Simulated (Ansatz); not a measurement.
# CHAl (singlet): from Hartree-Fock to the top rungs at a displaced geometry (v1), cc-pVTZ

The task here is to estimate one member of a computed series from the others.

The runs use Ansatz 0.2.0, Gaussian basis; cc-pVTZ, core rule «outside noble gas», up to 6 orbitals frozen.

Plan: UHF; CCSD(T) on RHF; CCSD(T) on UHF; BCCD(T) on RHF; CCSDT(Q) on RHF; CASSCF and NEVPT2, 8 electrons in 9 orbitals.

13 further runs of the same task are left out: 2 for a known fault of the program, 8 that didn't finish, 3 set aside as unsound or not needed.

## What is computed

The geometry is a PBE0/def2-TZVP stationary point (not a proven minimum) with its atoms shifted at random (size 0.040 Å).

3 atoms, charge 0, spin multiplicity 1.

Atoms are counted from 1 here; the program's logs count them from 0.

Bond lengths: Al1–C2 1.863 Å, C2–H3 1.168 Å. Angles: Al1–C2–H3 133.2°.

Geometry (Å):

```xyz
3
charge 0, multiplicity 1
Al   -0.00094    0.03744    0.62575
C    -0.00177   -0.13729   -1.22908
H     0.04619    0.63372   -2.10494
```

Set-up of the first run:

Contents of in.yaml:

```yaml
crystal:
  periodic: [false, false, false]
  atoms:
    - {symbol: Al, position_ang: [-0.000937, 0.037441, 0.625752]}
    - {symbol: C, position_ang: [-0.001771, -0.137291, -1.229078]}
    - {symbol: H, position_ang: [0.046193, 0.633715, -2.104943]}
basis:
  gaussian: {orbitals: cc-pVTZ}
magnetization: {spin_polarized: true, initial_magnetization: 0}
hamiltonian: {xc: hf}
output: {orbitals: {seedname: orbitals}}
```

The run is started by

```sh
$ ansatz run in.yaml --threads 1 --pin off --events-out ev --progress --plain --max-ram 2393MiB
```

Steps of the session up to this table: UHF; CCSD(T) on RHF; CCSD(T) on UHF; BCCD(T) on RHF; CCSDT(Q) on RHF; CASSCF and NEVPT2, 8 electrons in 9 orbitals.

One table of the session follows, with a row left open; its other results are not shown here.

It belongs to the step «Misses and costs». 

| method | from RCCSDT(Q) (kJ/mol) |
| --- | --- |
| UHF | +508.9 |
| RMP2 | +161.2 |
| UMP2 | +96.2 |
| RCCSD | +58.7 |
| UCCSD | -5.7 |
| RCCSD(T) | +15.6 |
| UCCSD(T) | -32.6 |
| BCCD(T) | +17.3 |
| RCCSDT | +8.3 |
| RCCSDT(Q) | 0 |
| CASSCF valence | +355.0 |
| NEVPT2 valence | ? |

Q: Estimate the row for NEVPT2 valence from the others.

**Answer.** from RCCSDT(Q) (kJ/mol): +89.1. In the column «from RCCSDT(Q) (kJ/mol)» it lies between RCCSD (+58.7) and UMP2 (+96.2).

Left out of the table: RHF (another determinant or state than the rows shown).

Limits of these values: The determinant is far from a pure spin state, so its energy mixes those of several spin states (harmless only where they are near-degenerate, as at dissociation). The program flags UCCSD(T), BCCD(T) as in doubt, so those rows may rest on another solution; read them beside their warnings. Warnings: restricted reference is unstable; spin contamination; coupled cluster took another determinant than the lowest; large T1 diagnostic. Restricted and unrestricted rows rest on different reference determinants; where their highest levels disagree by more than a few hundredths of an eV, they describe different states and don't form one ladder.
